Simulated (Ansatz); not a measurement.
A made-up structure of MgBH2F, singlet:

```csv
atom,x (Å),y (Å),z (Å)
F1,-0.3466,-1.4004,1.3832
B2,-0.4784,-0.8497,0.1760
Mg3,0.6122,1.1398,-0.3095
H4,0.9496,0.8111,1.3447
H5,1.4080,2.6087,-0.6909
```

It is relaxed with PBE-D4/def2-SVP and then PBE0-D4/def2-TZVP (Ansatz 0.2.0). Atoms count as bonded within 1.22 times the sum of their covalent radii (H–H: 0.88 Å). The end point is not checked to be a true minimum.

Does its bonding change? (Judge from chemistry; the calculation decides.)

By the calculation: Yes. Formed: B2–H4; broken: Mg3–H4.

Where it ends: The first stage lowers the energy by 2.23 eV in 19 steps. It ends as MgBH₂F ([F][BH][MgH]):
F1  (-0.504, -1.282, 0.683)
B2  (0.216, -0.225, 1.062)
Mg3  (0.752, 1.423, -0.480)
H4  (0.520, -0.263, 2.237)
H5  (1.161, 2.656, -1.598)
(Å)

Labels in which every atom is bracketed show which atoms are joined, not bond orders.

For scale, one of the runs: PBE0-D4/def2-TZVP relaxation, 106 basis functions, launched by `ansatz run in.yaml --threads 2 --pin off --events-out ev --progress --plain --max-ram 4352MiB`. Hardware: 2 CPU threads of an Arm Neoverse V1, shared host. Wall time about 10 s.
